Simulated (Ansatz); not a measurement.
Relaxation of BH6NSi (9 atoms, charge 0, multiplicity 1), to a largest force component of 0.02 eV/Å in at most 40 steps.

These are results of UHF/cc-pVDZ in Ansatz 0.2.0, not measurements.

```xyz
9
Properties=species:S:1:pos:R:3
B -1.054 0.721 -0.898
Si 0.524 0.162 -0.049
N 0.152 -1.291 0.917
H -1.698 -0.038 -1.446
H -1.098 1.835 -1.413
H 1.044 1.248 0.821
H 1.557 -0.157 -1.070
H 1.122 -1.546 1.384
H -0.462 -0.981 1.735
```

Task: Where does it end, and by what steps?

Result: The run converged. After 15 steps the energy has fallen by 0.947 eV; H4 moved furthest, 0.93 Å.

```tsv
step	energy less start (eV)	largest force component (eV/Å)	accepted
0	0.0000	3.126	yes
1	-0.7387	1.445	yes
2	-0.7912	1.434	yes
3	-0.9038	0.300	yes
4	-0.9297	0.157	yes
5	-0.9398	0.149	yes
6	-0.9348	0.471	no
7	-0.9390	0.199	no
8	-0.9417	0.112	yes
9	-0.9449	0.095	yes
10	-0.9455	0.079	yes
11	-0.9464	0.029	yes
12	-0.9466	0.030	yes
13	-0.9468	0.020	yes
14	-0.9468	0.023	yes
15	-0.9468	0.006	yes
```

```xyz
9
Properties=species:S:1:pos:R:3
B -1.041 0.746 -1.059
Si 0.606 0.224 0.022
N 0.326 -1.276 0.881
H -2.144 0.386 -0.748
H -0.951 1.469 -2.013
H 0.920 1.399 0.904
H 1.805 0.014 -0.837
H 1.086 -1.662 1.411
H -0.518 -1.346 1.421
```

Run time: 89 s on 1 CPU thread of a shared host.
